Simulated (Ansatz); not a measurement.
# A cut through the energy surface

C$_{2}$H$_{6}$O (SMILES CCO), singlet, at its PBE0-D4/def2-TZVP minimum:

```xyz
9
angstrom
C -0.5364 0.5716 -0.4684
C 0.3074 -0.6000 -0.0153
O 1.2055 -0.2614 1.0216
H -1.1820 0.2854 -1.3029
H 0.0976 1.4009 -0.7890
H -1.1816 0.9281 0.3408
H 0.9323 -0.9566 -0.8375
H -0.3378 -1.4376 0.2856
H 0.6950 0.0696 1.7650
```

The bond length C1–C2 (1.513 Å at the minimum) is set to the values below, with the rest relaxed at PBE0-D4/def2-TZVP at each step. Each method's energies count from its own value at the PBE0-D4 minimum structure. Ansatz 0.2.0; basis: def2-TZVPP; cores frozen in the correlated methods. B3LYP uses VWN-RPA correlation.

CCSD(T) energies along the scan:
| bond length (Å) | CCSD(T) (kcal/mol) |
| --- | --- |
| 1.362 | 10.39 |
| 1.392 | 6.45 |
| 1.437 | 2.51 |
| 1.489 | 0.32 |
| 1.546 | 0.15 |
| 1.608 | 1.93 |
| 1.674 | 5.39 |
| 1.743 | 10.13 |
| 1.816 | 15.90 |
They count from the CCSD(T) energy at the PBE0-D4 minimum.

Minimum and curvature along this coordinate at CCSD(T): A fifth-order fit through the nearest points gives 1.521 Å, with a curvature of about 26 eV/Å².

Largest difference from the CCSD(T) curve over the scan: B3LYP-D4 0.70; HF 2.38; MP2 1.06 kcal/mol. Each curve counts from its own value at the minimum.

T1 diagnostic: at most 0.010.

For scale, one of the runs: CCSD(T)/def2-TZVPP, 177 basis functions (an equivalent command: `ansatz run in.yaml --threads 2`). The run took 34 s on 2 CPU threads (shared host), with 1.7 GiB of host memory at its peak.
